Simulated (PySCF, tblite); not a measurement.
# C₃H₆N radical: geometry, infrared bands and EPR parameters

Aim: predict the infrared bands and EPR parameters of C₃H₆N radical (`C=CC[NH]`).

Computed with tblite 0.8.0 and PySCF 2.14.0, with density-fitted response routines of our own, on a single molecule in the gas phase. Atoms count from 0, in the outputs and in this text.

### Step 1. The starting structure

10 atoms, charge 0, multiplicity 2; geometry from: force field or distance geometry start.

Bonds of the start (Å): C0–C1 1.35, C1–C2 1.48, C2–N3 1.45, C0–H4 1.08, C0–H5 1.07, C1–H6 1.09, C2–H7 1.09, C2–H8 1.10, N3–H9 1.03.

### Step 2. Geometry optimisation with GFN2-xTB

The job: settings as JSON, then the geometry in Å.

```
{"job": {"kind": "relax", "xc": "GFN2-xTB", "basis": "xTB"}, "charge": 0, "multiplicity": 2}
C      1.549700    -0.057900     0.198800
C      0.288100    -0.535100     0.222700
C     -0.835700     0.004000    -0.566600
N     -1.881700     0.393300     0.363100
H      1.783500     0.791700    -0.421300
H      2.312200    -0.488700     0.814400
H      0.057800    -1.375600     0.877700
H     -1.190500    -0.765200    -1.252800
H     -0.523400     0.853800    -1.184800
H     -1.551200     1.184400     0.926200
```

Launch:

```console
OMP_NUM_THREADS=1 python probes_run.py task.json out
```

One launch serves the whole session: the jobs run in the order shown.

Standard output:

```text
step      E/eV     max force
  0    -333.62719    2.363
  1    -333.69041    1.808
  2    -333.71688    0.392
  3    -333.72276    0.346
  4    -333.73569    0.218
  5    -333.73910    0.137
  6    -333.74035    0.104
  7    -333.74137    0.122
  8    -333.74293    0.150
  9    -333.74438    0.150
 10    -333.74567    0.134
 11    -333.74703    0.131
 12    -333.74914    0.193
 13    -333.75293    0.295
 14    -333.75726    0.287
 15    -333.76149    0.212
 16    -333.76426    0.144
 17    -333.76688    0.246
 18    -333.76880    0.193
 19    -333.77213    0.163
 20    -333.77420    0.164
 21    -333.77814    0.203
 22    -333.78129    0.197
 23    -333.78429    0.268
 24    -333.78561    0.303
 25    -333.78922    0.245
 26    -333.79148    0.202
 27    -333.79365    0.148
 28    -333.79508    0.190
 29    -333.79737    0.221
 30    -333.79960    0.191
 31    -333.79975    0.430
 32    -333.80236    0.096
 33    -333.80305    0.065
 34    -333.80375    0.062
 35    -333.80425    0.053
 36    -333.80469    0.051
 37    -333.80506    0.048
 38    -333.80528    0.039
 39    -333.80546    0.029
 40    -333.80565    0.027
 41    -333.80578    0.024
 42    -333.80586    0.026
 43    -333.80592    0.027
 44    -333.80604    0.031
 45    -333.80630    0.053
 46    -333.80672    0.075
 47    -333.80724    0.089
 48    -333.80784    0.089
 49    -333.80862    0.088
 50    -333.80974    0.102
 51    -333.81118    0.125
 52    -333.81279    0.127
 53    -333.81421    0.160
 54    -333.81478    0.147
 55    -333.81653    0.140
 56    -333.81760    0.193
 57    -333.81893    0.190
 58    -333.81972    0.074
 59    -333.82043    0.067
 60    -333.82101    0.076
 61    -333.82171    0.078
 62    -333.82284    0.078
 63    -333.82352    0.072
 64    -333.82422    0.066
 65    -333.82479    0.059
 66    -333.82516    0.064
 67    -333.82549    0.040
 68    -333.82567    0.041
 69    -333.82577    0.022
 70    -333.82583    0.020
 71    -333.82586    0.018
 72    -333.82588    0.018
 73    -333.82590    0.015
 74    -333.82592    0.012
 75    -333.82593    0.008
```

Wall time 0.26 s (1 thread of Arm Neoverse V1, shared host).

Along the way: (not every step is listed)

| step | energy from step 0 (eV) | largest force (eV/Å) |
| --- | --- | --- |
| 0 | 0.0000 | 2.3634 |
| 1 | -0.0632 | 1.8076 |
| 2 | -0.0897 | 0.3921 |
| 3 | -0.0956 | 0.3456 |
| 4 | -0.1085 | 0.2178 |
| 5 | -0.1119 | 0.1370 |
| 6 | -0.1132 | 0.1038 |
| 7 | -0.1142 | 0.1216 |
| 8 | -0.1157 | 0.1498 |
| 14 | -0.1301 | 0.2866 |
| 20 | -0.1470 | 0.1642 |
| 26 | -0.1643 | 0.2023 |
| 32 | -0.1752 | 0.0963 |
| 38 | -0.1781 | 0.0389 |
| 44 | -0.1789 | 0.0309 |
| 50 | -0.1825 | 0.1017 |
| 56 | -0.1904 | 0.1932 |
| 62 | -0.1957 | 0.0785 |
| 68 | -0.1985 | 0.0408 |
| 70 | -0.1986 | 0.0205 |
| 71 | -0.1987 | 0.0181 |
| 72 | -0.1987 | 0.0180 |
| 73 | -0.1987 | 0.0153 |
| 74 | -0.1987 | 0.0117 |
| 75 | -0.1987 | 0.0084 |

Distances of close pairs at the start and the end, largest changes first:

| bond | before (Å) | after (Å) | change (Å) |
| --- | --- | --- | --- |
| C2–N3 | 1.453 | 1.394 | -0.059 |
| C0–C1 | 1.349 | 1.321 | -0.028 |
| C1–C2 | 1.475 | 1.499 | +0.023 |
| C2–H7 | 1.090 | 1.111 | +0.021 |
| N3–H9 | 1.026 | 1.018 | -0.008 |
| C1–H6 | 1.090 | 1.083 | -0.007 |
| C0–H5 | 1.070 | 1.077 | +0.006 |
| C2–H8 | 1.096 | 1.102 | +0.006 |

The next job starts from the end point, and lists it.

### Step 3. Harmonic vibrations with GFN2-xTB

The job: settings as JSON, then the geometry in Å.

```
{"job": {"kind": "ir", "xc": "GFN2-xTB", "basis": "xTB"}, "charge": 0, "multiplicity": 2}
C      1.604549    -0.123450     0.112600
C      0.325383    -0.365291     0.336543
C     -0.790122     0.161805    -0.514069
N     -1.936823     0.640612     0.117262
H      1.930043     0.466757    -0.728421
H      2.379252    -0.503004     0.757038
H      0.016022    -0.957176     1.189604
H     -1.124026    -0.654038    -1.190068
H     -0.435128     0.939958    -1.208936
H     -1.960266     0.398481     1.105920
```

Standard output:

```text
mode    cm-1     km/mol
  1      70.1      3.09
  2     232.0    152.09
  3     318.3      3.71
  4     431.9      6.30
  5     600.0      3.39
  6     829.9      2.78
  7     893.7      9.05
  8     909.1      4.93
  9    1010.9     15.79
 10    1042.1     11.59
 11    1082.5     27.66
 12    1165.5     27.41
 13    1205.3      9.42
 14    1279.6     23.31
 15    1303.3     10.03
 16    1367.6     26.04
 17    1413.2      2.41
 18    1698.1      1.71
 19    2713.8      5.54
 20    2853.3     17.56
 21    3047.7     31.83
 22    3099.2     17.53
 23    3124.5     43.53
 24    3334.0     23.00
```

Wall time 0.14 s (1 thread of Arm Neoverse V1, shared host).

Which atoms move in the most intense modes:

| cm⁻¹ | km/mol | atoms |
| --- | --- | --- |
| 232 | 152.1 | H9 81 % |
| 1082 | 27.7 | H7 46 %, H9 12 %, C1 11 % |
| 1166 | 27.4 | H8 26 %, N3 21 %, C1 14 %, C2 13 % |
| 1280 | 23.3 | H6 50 %, H9 18 % |
| 1368 | 26.0 | H8 49 %, H7 38 % |
| 3048 | 31.8 | H6 91 % |
| 3124 | 43.5 | H5 57 %, H4 32 % |
| 3334 | 23.0 | H9 93 % |

### Step 4. g tensor and hyperfine couplings: B3LYP/pcH-1

Same as in step 3 but for these lines:

```diff
@@ -1,2 +1,2 @@
-{"job": {"kind": "ir", "xc": "GFN2-xTB", "basis": "xTB"}, "charge": 0, "multiplicity": 2}
+{"job": {"kind": "epr", "basis": "pcH-1"}, "charge": 0, "multiplicity": 2}
 C      1.604549    -0.123450     0.112600
```

With the program's defaults for keys left out, this is: UKS B3LYP, pcH-1 on C H N, non-relativistic, mean-field spin-orbit, GIAO.

Standard output:

```text
UKS, coarse grid
  cycle   1  E = -172.55969906  |g| = 2.62e-01
  cycle   2  E = -172.56153716  |g| = 2.79e-01
  cycle   3  E = -172.59934942  |g| = 3.46e-02
  cycle   4  E = -172.59955701  |g| = 3.02e-02
  cycle   5  E = -172.60000012  |g| = 7.04e-03
  cycle   6  E = -172.60002629  |g| = 3.42e-03
  cycle   7  E = -172.60003303  |g| = 1.00e-03
  cycle   8  E = -172.60003354  |g| = 2.44e-04
UKS, final grid
  cycle   1  E = -172.60004297  |g| = 1.74e-04
  cycle   2  E = -172.60004302  |g| = 1.50e-04
  cycle   3  E = -172.60004304  |g| = 6.82e-05
  cycle   4  E = -172.60004305  |g| = 4.41e-05
  cycle   5  E = -172.60004306  |g| = 2.24e-05
E = -172.60004306 Eh   <S^2> = 0.7536 (exact 0.7500)
g shifts (ppm)      1          2          3
  rmc          -203       -203       -203
  gc            -11         33         30
  oz_so          10       1623       5160
  total        -204       1453       4987
hyperfine (MHz)  atom isotope    a_iso     a_fc   dipolar eigenvalues
    0   13C       0.41       0.41     -1.24     -0.03      1.28
    1   13C       1.25       1.25     -1.65     -0.78      2.43
    2   13C     -37.42     -37.42     -5.21      1.37      3.84
    3   14N      31.31      31.31    -43.85    -42.97     86.83
    4    1H       1.74       1.74     -1.69     -1.17      2.85
    5    1H       2.68       2.68     -0.86     -0.75      1.61
    6    1H      -1.47      -1.47     -3.11     -3.01      6.12
    7    1H     219.87     219.87     -7.86     -3.42     11.29
    8    1H     114.86     114.86     -6.86     -4.39     11.25
    9    1H     -59.76     -59.76    -52.68     -8.98     61.66
```

It took 14 s on 1 thread of Arm Neoverse V1, shared host; peak memory 0.54 GiB.

Principal g values 2.00212, 2.00377, 2.00731; g(iso) = 2.00440, against 2.00232 for a free electron.

Hyperfine couplings; where a row names several nuclei, a(iso) is their mean (it holds for fast rotation or exchange) and the dipolar term the largest among them:

| nuclei | isotope | a(iso) (MHz) | a(iso) (G, at g = 2.0023) | largest dipolar term (MHz) |
| --- | --- | --- | --- | --- |
| H7, H8 | 1H | 167.4 | 59.7 | 11.3 |
| H9 | 1H | -59.8 | -21.3 | 61.7 |
| C2 | 13C | -37.4 | -13.4 | -5.2 |
| N3 | 14N | 31.3 | 11.2 | 86.8 |
| H5 | 1H | 2.7 | 1.0 | 1.6 |
| H4 | 1H | 1.7 | 0.6 | 2.9 |
| H6 | 1H | -1.5 | -0.5 | 6.1 |
| C1 | 13C | 1.3 | 0.4 | 2.4 |
| C0 | 13C | 0.4 | 0.1 | 1.3 |

Mulliken spin populations:

| atom | value (e) |
| --- | --- |
| C0 | -0.01 |
| C1 | 0.01 |
| C2 | -0.08 |
| N3 | 0.96 |
| H4 | 0.00 |
| H5 | 0.00 |
| H6 | 0.00 |
| H7 | 0.10 |
| H8 | 0.05 |
| H9 | -0.03 |

In first order the couplings over 0.8 MHz of 1H, 14N give 144 distinct lines over 165.2 G, if the averaged nuclei exchange fast.

Orbitals, density, ELF and potential are computed afterwards from the orbital file.

ELF in a plane through or near 6 of the atoms.

Ten even steps from ' ' (0.00) to '@' (1.00):
```
                                                        
                                                        
                                                        
                        ::--::                          
                      ::##@@##--    ..--::              
          ..--..      --@@@@%%==    ++##**..            
        --%%@@@@**    ==@@@@@@==  ::%%@@%%::            
      ::##@@@@@@@@==::==##%%##--  --@@@@##::..          
      ::%%@@@@@@@@****##::::++--..--##%%##++--..        
      ..++@@@@@@%%::==@@--::%%##++##**++%%%%##==..      
          ::==**++==--##++**%%==::####**@@@@%%**::      
            ::##@@@@##--..::**==..==++**%%%%%%==..      
            ==@@@@@@%%--  ::%%@@@@**..::==**++..        
          ..++@@@@@@%%::  ==@@@@@@%%..    ..            
            ::##@@@@==    ==@@@@@@##..                  
              --++==      ::@@@@@@**                    
                            --==--..                    
                                                        
                                                        
                                                        
```
The map spans 10.1 Å across and 8.1 Å up, centred on the molecule. Atoms in the plane (x, y in Å): C0 (-1.6, 0.0), C1 (-0.4, 0.4), C2 (0.8, -0.5), H4 (-1.8, -1.0), H5 (-2.5, 0.6), H8 (0.6, -1.4).

log10 of the density (e/Å³) in the same plane.

Ten even steps from '0' (-4.0) to '9' (1.4):
```
0000000000000000000000000000
0000000000000000000000000000
0000000000111111100000000000
0000000111223332221111000000
0000112222344444333332100000
0001123333445554444443210000
0002344554556665455554321000
0012356666667766556665432000
0013456777778776667776533100
0013456779888877778876543100
0012345679877777888876543100
0002345677766677877765542100
0001234677655577776554432000
0001134556554567765443310000
0000123444444456554322100000
0000012333333445443221000000
0000001122222233332100000000
0000000000001112111000000000
0000000000000000000000000000
0000000000000000000000000000
```
The map spans 10.1 Å across and 8.1 Å up, centred on the molecule. Atoms in the plane (x, y in Å): C0 (-1.6, 0.0), C1 (-0.4, 0.4), C2 (0.8, -0.5), H4 (-1.8, -1.0), H5 (-2.5, 0.6), H8 (0.6, -1.4).

On the surface of density 0.002 e/bohr³ the electrostatic potential runs, from the 1st to the 99th percentile, from -1.84 V near N3 to 1.39 V near H9.

The spin density lies nearest to N3 74 %; H7, H9 about 8 % each.

### Step 5. What came out

| quantity | value |
| --- | --- |
| strongest single infrared mode (GFN2-xTB) | 232 cm⁻¹, 152 km/mol |
| zero-point energy (GFN2-xTB) | 50.1 kcal/mol |
| g(iso) (B3LYP) | 2.00440 |
| ⟨S²⟩ | 0.754 (exact 0.75) |
| largest a(iso) (averaged by class) | 1H on H7, H8, 167.4 MHz |
| surface potential, 1st and 99th percentile | -1.84 V and 1.39 V |

**Reading.** Over 75 steps the energy fell by 0.199 eV; of the close pairs, C2–N3 changed most, 1.453 to 1.394 Å. All 24 modes are real, so the xTB geometry is a minimum. The strongest single mode, at 232 cm⁻¹, moves mainly H9. GFN2-xTB is a fitted tight-binding method: band positions and strengths are rough. Its intensities can rank the bands wrongly. N3 carries the largest spin population, 0.96 e. The isotropic g lies 2.1 ppt above the free-electron value.
